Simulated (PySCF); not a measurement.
C₅H₈O (charge -1 and doublet state).
Cartesian coordinates in Å at the GFN2-xTB level; atoms count from 1:
```
atom  x, y, z in Å
C1     2.0562    0.1189   -0.1273
O2     0.9992   -0.7585    0.0556
C3    -0.3310   -0.0885   -0.0348
C4    -1.3141   -1.1197    0.5025
C5    -0.4285    1.3673    0.1925
C6    -0.6273    0.8536   -1.1330
H7     1.7202    1.1295    0.1759
H8     2.9043   -0.2124    0.4853
H9     2.3740    0.1646   -1.1820
H10   -1.0890   -1.3718    1.5431
H11   -2.3274   -0.7199    0.4514
H12   -1.2703   -2.0420   -0.0834
H13   -1.1313    1.8532    0.8842
H14   -1.5358    0.8252   -1.7520
```

The hyperfine couplings belong to this conformer and change with its torsions.

Identity: `COC1(C)[CH][CH-]1` [radical] (charge -1).

The calculation used UKS B3LYP, pcH-1 on C H O, non-relativistic, mean-field spin-orbit, GIAO (PySCF). Whether the extra electron is bound in the gas phase wasn't checked; a finite basis holds it in any case. A GFN2-xTB geometry isn't a minimum of the functional, and hyperfine couplings can be far from their values at a DFT geometry, by a factor of two or more for some ions and for spin on atoms past the first row. Stability of the SCF solution: not tested.

(1) Give the principal g shifts and their parts.

(2) What effective moment and Curie constant follow for a powder?

(3) What are the electron Larmor frequencies g μB B/h along the three axes at 340 mT?

(4) In a frozen sample, at which fields do the three g values resonate at 9.5, 34, 94 and 263 GHz (hyperfine left aside), and which band first spreads them over more than twice a line width of 0.5 mT?

## Answers

(1) 
```tsv
Δg (ppm)	1	2	3
relativistic mass correction	-142	-142	-142
gauge correction	1	2	4
orbital Zeeman/spin–orbit	153	373	1050
total	13	233	913
```

So g = 2.00233, 2.00255, 2.00323 and g_iso = 2.00271; the tensor is rhombic: the two nearest values differ by 24 % of g3 − g1. 

(2) With the mean of g² = 4.0108 and S(S+1) = 0.75: μ_eff = √(⟨g²⟩S(S+1)) = 1.734 μB and χT = 0.12505·⟨g²⟩·S(S+1) = 0.376 cm³ K/mol (cgs; spin-Hamiltonian part alone).

(3) 9.5285, 9.5296, 9.5328 GHz for g1, g2 and g3, a range of 4.3 MHz.

(4) 
| band | GHz | B(g3) mT | B(g2) mT | B(g1) mT | spread mT |
| --- | --- | --- | --- | --- | --- |
| X | 9.5 | 338.83 | 338.94 | 338.98 | 0.15 |
| Q | 34.0 | 1212.65 | 1213.06 | 1213.20 | 0.54 |
| W | 94.0 | 3352.63 | 3353.76 | 3354.13 | 1.51 |
| J | 263.0 | 9380.22 | 9383.40 | 9384.43 | 4.22 |

The spread grows in proportion to the frequency. W band is the first where it exceeds 1.0 mT.

Largest spin populations (Mulliken): C6 (+0.51) and C5 (+0.44). The angles at C6 add up to 315.6°, so it is pyramidal.

The HOMO–LUMO gaps are 3.84 eV among the α and 5.10 eV among the β orbitals.
